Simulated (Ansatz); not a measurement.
Zinc-blende MgTe (metastable phase) was calculated with LDA in Ansatz (plane waves, PAW).

Run with plane-wave cutoff 520 eV, 10×10×10 k mesh, Fermi–Dirac smearing 0.01 eV, scalar-relativistic PAW data made under PBE.

A third-order Birch–Murnaghan fit to the energies gives V0 = 32.286 Å³/atom, B0 = 38.7 GPa, B′ = 4.2.

```csv
V (Å³/atom),P (GPa)
30.347,?
30.993,?
31.639,0.819
32.284,0.002
32.930,?
33.576,-1.398
34.221,?
```

Question: Estimate the withheld pressures from this fit; the answers are the runs' own values.

Answer: 
- 30.347, P (GPa): 2.729
- 30.993, P (GPa): 1.725
- 32.930, P (GPa): -0.734
- 34.221, P (GPa): -1.997

The formula P = (3/2) B0 (x^(7/3) − x^(5/3)) [1 + (3/4)(B′ − 4)(x^(2/3) − 1)] with x = V0/V meets the computed pressures within 0.01 GPa when these rounded values are put in.

Measured, for comparison: equilibrium volume per atom 33.08 Å³/atom (room temperature, not corrected to a static lattice, from epitaxial CdTe/MgTe superlattices; as tabulated in Lucero et al. (2012), arXiv:1111.4515). Computed (rounded) less measured: equilibrium volume per atom -2.4 %.

Spin–orbit coupling is not included.

Static lattice: no zero-point or thermal effects.

Ansatz is a first-principles code.
